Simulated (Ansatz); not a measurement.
## singlet N2: levels of theory in one basis

```yaml
atoms:
  - { symbol: N, position_ang: [0.0000, 0.0000, 0.5650] }
  - { symbol: N, position_ang: [0.0000, 0.0000, -1.1300] }
```

Basis set: cc-pVTZ (spherical functions). Left uncorrelated: 2 orbitals. Charge 0, multiplicity 1.

Computed with Ansatz (development build ahead of 0.2.0); each method stands on the lowest determinant of its kind that the runs found.

```csv
method,E − E(RHF) (eV),<S²> of the determinant
RHF,0.00,0.00
UHF,-5.53,2.20
RHF-MP2,-9.88,–
UHF-MP2,-11.97,2.20
```

Is a single determinant a sound starting point here?

It is doubtful. Unrestricted orbitals lower Hartree–Fock by 5.53 eV and <S²> is 2.20 where a pure state has 0.00, a sign of strong static correlation.

Caution: the determinant breaks the point group. Caution for RHF, RHF-MP2: an unrestricted determinant lies well below. Caution for UHF, UHF-MP2: the unrestricted determinant is a mixture of spin states. Caution for RHF-MP2, UHF-MP2: bonds are stretched, where a single reference can fail; another reference gives a lower total.
